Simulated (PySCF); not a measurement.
Molecule: `F`, FH.

Atoms are numbered as in `[FH:1]`; H(Xn) means a hydrogen on atom n.

Spin–spin couplings on one PBE0-D3(BJ)/def2-SVP geometry, PySCF, gas phase, non-relativistic, equivalent pairs averaged; isotopes ¹⁹F, ¹H; basis pcJ-1.

Reference values (Hz): ¹J(F1,H(F1)) = 499.8 (measured; Green and Yates, arXiv:1403.0524 (values compiled by Lantto, Vaara, Helgaker 2002)).

How do the couplings (Hz) change with the functional? Times are CPU seconds on shared hosts with different chips, so compare them loosely.

Answers


```tsv
functional	functions	¹J(F1,H(F1))	abs. error	core-s
HF	37	602.2	102.4	0.1
LDA	37	332.0	167.8	0.2
PBE	37	295.3	204.5	0.3
KT2	37	236.5	263.3	0.3
B3LYP	37	364.8	135.0	0.3
PBE0	37	356.6	143.2	0.2
B97-2	37	381.2	118.6	0.2
BHandHLYP	37	451.6	48.2	0.24
CAM-B3LYP	37	373.8	126.0	0.29
```

Errors compare magnitudes, without vibrational corrections. Closest: BHandHLYP; furthest: KT2.
